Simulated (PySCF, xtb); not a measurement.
Protons, H atoms and electrons added to or taken from c1ccsc1. All species are isolated molecules in the gas phase. One relaxed conformer stands for each flexible species; it need not be the lowest. Strings in code marks are SMILES.

Quantity: bond dissociation enthalpy (X–H) at 298 K, in kcal/mol. Enthalpy corrections at 298 K come from GFN2-xTB frequencies (xtb).

Level: PBE-D3(BJ)/def2-TZVP // B3LYP-D3(BJ)/def2-TZVP (PySCF).

```tsv
species	E (Ha)	H(298 K) − E (Ha)
`c1ccsc1`	-552.71723	0.07006
`[c]1ccsc1`	-552.02969	0.05748
H atom	-0.49964	0.00236
```

### Question
Work out the bond dissociation enthalpy (X–H) at 298 K.

### Answer
H = E + (H − E) for each species, with 5/2 RT for the lone particle. The enthalpy of the separated products less that of the bound species is 0.17767 Ha, or 111.5 kcal/mol.
